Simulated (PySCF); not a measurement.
A side-by-side comparison of computed properties.

First species: 2-methyl-3-oxopropanenitrile, C₄H₅NO.
Numbering: `[CH3:1][C@H:2]([C:3]#[N:4])[CH:5]=[O:6]` (hydrogens: H7, H8, H9 on C1; H10 on C2; H11 on C5)

Second species: 3-methylisoxazole, C₄H₅NO.
Bonds: C1–C2, C2–C3 (aromatic), C3–C4 (aromatic), C4–O5 (aromatic), O5–N6 (aromatic), C2–N6 (aromatic). Hydrogens: H7, H8, H9 on C1; H10 on C3; H11 on C4.

Levels: CAM-B3LYP/def2-SVPD for dipole moment, HOMO energy, LUMO energy, HOMO–LUMO gap, static isotropic polarisability and electronic spatial extent ⟨r²⟩ about the centre of nuclear charge; TDDFT CAM-B3LYP/def2-SVPD for lowest singlet excitation; TDA CAM-B3LYP/def2-SVPD for lowest triplet excitation (Tamm–Dancoff); GFN2-xTB for rotational constant A and rotational constant C. Geometries: GFN2-xTB. Each structure is a single optimised conformer of the isolated species, non-relativistic unless stated; the electronic structure was computed with PySCF and density fitting.

Dipoles, sizes and rotational constants follow the conformer. The torsions of the flexible species, by atom-mapped SMILES:
- `[CH3:1][C@H:2]([C:3]#[N:4])[CH:5]=[O:6]`: C1–C2–C5–O6 -128°

```csv
property,column X,column Y
dipole moment,3.78 D,3.10 D
HOMO energy,-9.74 eV,-9.08 eV
LUMO energy,-0.51 eV,0.79 eV
HOMO–LUMO gap,9.23 eV,9.87 eV
lowest singlet excitation,4.28 eV,6.59 eV
lowest triplet excitation (Tamm–Dancoff),3.66 eV,4.39 eV
static isotropic polarisability,53.4 au,53.8 au
electronic spatial extent ⟨r²⟩ about the centre of nuclear charge,598 bohr²,484 bohr²
rotational constant A,5.363 GHz,9.351 GHz
rotational constant C,2.001 GHz,2.623 GHz
```

Which column belongs to which species?

Column X is the first species and column Y the second. The first has 11 atoms and 44 electrons, the second 11 and 44.

How does each property change from the first species to the second?

dipole moment -0.68 D; HOMO energy +0.66 eV; LUMO energy +1.30 eV; HOMO–LUMO gap +0.64 eV; lowest singlet excitation +2.31 eV; lowest triplet excitation (Tamm–Dancoff) +0.73 eV; static isotropic polarisability +0.4 au; electronic spatial extent ⟨r²⟩ about the centre of nuclear charge -114 bohr²; rotational constant A +3.988 GHz; rotational constant C +0.622 GHz.

On the first: The 8 singlets span 4.28 to 8.58 eV, and their oscillator strengths add up to 0.09. A dipole of 3.78 D is allowed in C1, and pure rotational transitions are dipole-allowed.

On the second: The dipole equals about 10.3 × 10⁻³⁰ C·m (1 D = 3.33564 × 10⁻³⁰ C·m). S1 lies 3.28 eV below the HOMO–LUMO gap; its leading configuration is HOMO−2→LUMO, weight 0.94.
